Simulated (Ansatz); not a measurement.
## HB–BH⁺, doublet: the ladder up to full CI

Geometry: that of the HB–BH, singlet, kept fixed.

```yaml
atoms:
  - { symbol: B, position_ang: [0.0000, 0.0000, 0.7625] }
  - { symbol: B, position_ang: [0.0000, 0.0000, -0.7625] }
  - { symbol: H, position_ang: [0.0000, 0.0000, 1.9383] }
  - { symbol: H, position_ang: [0.0000, 0.0000, -1.9383] }
```

Basis 6-31G; Ansatz 0.2.0. Only valence electrons are correlated (noble-gas cores frozen), which leaves 7 electrons in 20 orbitals. Prefix R: restricted or restricted open-shell reference; prefix U: unrestricted. Active spaces: valence = (7e, 10o) chosen from the atoms' valence shells.

Full CI is exact within this basis and frozen core; it isn't the basis-set limit. The frozen core follows each run's orbitals, which can shift R against U totals by a few meV.

For open shells CISD and CISDTQ are restricted-active-space CI with the open shells as a complete middle space.

The UHF ⟨S²⟩ is 0.754, the T1 diagnostic (RCCSD) is 0.0110 and the largest doubles amplitude (RCCSD) is 0.069. The T1 diagnostic (UCCSD) is 0.0066.

```
   level  E − E(RHF) (eV)
     UHF          -0.0248
    RMP2          -1.7580
    UMP2          -1.7660
   RCCSD          -2.3758
   UCCSD          -2.3763
RCCSD(T)          -2.4137
UCCSD(T)          -2.4140
```

Problem. Estimate how far full CI in 6-31G lies from RCCSD(T). The table doesn't fix it; the size of (T) and the diagnostics are the guide.

Solution. Full CI in 6-31G lies 1.6 kJ/mol below RCCSD(T), which is 45 % of the (T) step (-3.7 kJ/mol). The diagnostics give no warning, yet the rest is a sizeable part of (T).

The other levels:

```json
{"level": "CISD", "E − E(full CI) (kJ/mol)": "12.2", "share of correlation (%)": "94.78", "wall time": "1.8 s"}
{"level": "BCCD(T)", "E − E(full CI) (kJ/mol)": "1.6", "share of correlation (%)": "99.32", "wall time": "2.7 s"}
{"level": "RCCSDT", "E − E(full CI) (kJ/mol)": "0.2", "share of correlation (%)": "99.93", "wall time": "–"}
{"level": "UCCSDT", "E − E(full CI) (kJ/mol)": "0.2", "share of correlation (%)": "99.93", "wall time": "–"}
{"level": "CISDTQ", "E − E(full CI) (kJ/mol)": "0.2", "share of correlation (%)": "99.90", "wall time": "9 s"}
{"level": "RCCSDT(Q)", "E − E(full CI) (kJ/mol)": "0.0", "share of correlation (%)": "99.98", "wall time": "9.6 s"}
{"level": "UCCSDT(Q)", "E − E(full CI) (kJ/mol)": "0.0", "share of correlation (%)": "99.99", "wall time": "8.5 s"}
{"level": "RCCSDTQ", "E − E(full CI) (kJ/mol)": "0.0", "share of correlation (%)": "100.00", "wall time": "47 s"}
{"level": "UCCSDTQ", "E − E(full CI) (kJ/mol)": "0.0", "share of correlation (%)": "100.01", "wall time": "49 s"}
{"level": "CASSCF (valence space)", "E − E(full CI) (kJ/mol)": "48.6", "share of correlation (%)": "79.27", "wall time": "–"}
{"level": "NEVPT2 (valence space)", "E − E(full CI) (kJ/mol)": "14.3", "share of correlation (%)": "93.88", "wall time": "10 s"}
{"level": "NEVPT4(SD) (valence space)", "E − E(full CI) (kJ/mol)": "2.0", "share of correlation (%)": "99.13", "wall time": "16 s"}
{"level": "MRCISD (valence space)", "E − E(full CI) (kJ/mol)": "0.8", "share of correlation (%)": "99.67", "wall time": "–"}
{"level": "MRCISD+Q (valence space)", "E − E(full CI) (kJ/mol)": "0.3", "share of correlation (%)": "99.88", "wall time": "18 s"}
```

The correlation energy at full CI, counted from RHF, is -2.431 eV. That run took 20 s on 1 thread of AMD EPYC, shared host over 690,346 determinants.

Times hold each run's SCF and search for its determinant on a shared host, so for small cases they say little of a method's own cost; they ran on 1 thread of AMD EPYC.

The full-CI state has the irrep B2u of D2h, in the program's axes (one component, if the state is degenerate).

Natural occupations of full CI about the gap: 1.970 1.964 1.960 0.988 0.027 0.019 0.019 0.019 0.011 0.008; effectively unpaired electrons, Σ n²(2−n)², 1.02.
